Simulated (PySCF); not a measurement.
Compound: 1,1-dichlorocyclopropane, C3H4Cl2.
Atom-mapped SMILES: `[Cl:1][C:2]1([Cl:3])[CH2:4][CH2:5]1` (hydrogens: H6, H7 on C4; H8, H9 on C5)

Computed, not measured: core-valence-separated Tamm–Dancoff BHandHLYP/aug-pcX-1 (pcseg-1 on H, def2-SVPD on Cl) in PySCF, non-relativistic, gas phase, PBE0-D3(BJ)/def2-SVP geometry. The energies are unshifted.

Task: Give energies, oscillator strengths and core holes at the C K edge.

Result: 
```tsv
E (eV)	f	core hole on	main final orbital
286.12	0.0997	C4/C5	spread (4 roots, f summed)
286.51	0.0816	C2	LUMO+3 (47 %)
286.57	0.0168	C4/C5	LUMO (2 roots, f summed)
286.74	0.0377	C2	LUMO+2 (54 %)
287.12	0.0320	C4/C5	LUMO+2 (2 roots, f summed)
287.73	0.0193	C4/C5	LUMO+1 (2 roots, f summed)
288.07	0.0036	C4/C5	LUMO+4 (2 roots, f summed)
```

The first line with a tenth or more of the strongest one's intensity is at 286.12 eV (f = 0.100, sum of 4), with the hole on C4/C5 (three-membered-ring carbon). It is also the strongest listed.

Roots within 0.03 eV whose holes lie on the same, on equivalent or on shared atoms are summed into one line, and the highest roots are left out, as the search may have cut off their partners. Final orbitals are the ground state's empty Kohn–Sham orbitals.

Task: What are the wavelength and the wavenumber of the 286.74 eV line?

Result: λ = 12398.42 eV Å/286.74 eV = 43.239 Å; 2.3127 × 10⁶ cm⁻¹.

The list ends where the root search ended, not at a threshold.
